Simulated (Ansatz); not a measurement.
`C#P` → C• + H• + P•  (atomization)

Isolated molecules relaxed with PBE0-D4/def2-TZVP in Ansatz; ΔE leaves out vibrations. CBS: def2 TZ/QZ extrapolation, frozen cores. Open shells (•) are unrestricted, without spin–orbit coupling. Spin–orbit coupling would lower the free atoms: a little for C.

```json
{"species": "`C#P`", "CCSD(T)/CBS(def2) energy (Eh)": "-379.52362"}
{"species": "C•", "CCSD(T)/CBS(def2) energy (Eh)": "-37.78987"}
{"species": "H•", "CCSD(T)/CBS(def2) energy (Eh)": "-0.50000"}
{"species": "P•", "CCSD(T)/CBS(def2) energy (Eh)": "-340.83403"}
```

Problem. Work out ΔE.

Solution. ΔE = (-37.78987) + (-0.50000) + (-340.83403) − (-379.52362) = 0.39972 Eh = +1049.5 kJ/mol.

Largest T1 diagnostic among the species: 0.016.

From r2SCAN to r2SCAN0 (25 % exact exchange), in def2-TZVPP and without D4, ΔE moves by −37.1 kJ/mol: exact exchange takes away binding that semilocal exchange gives to molecules. In def2-TZVPP, CCSD(T) changes the Hartree–Fock value by +363.6 kJ/mol (the triples alone add +36.7 kJ/mol) and MP2 by +393.8 kJ/mol; breaking electron pairs costs correlation energy, which Hartree–Fock lacks.
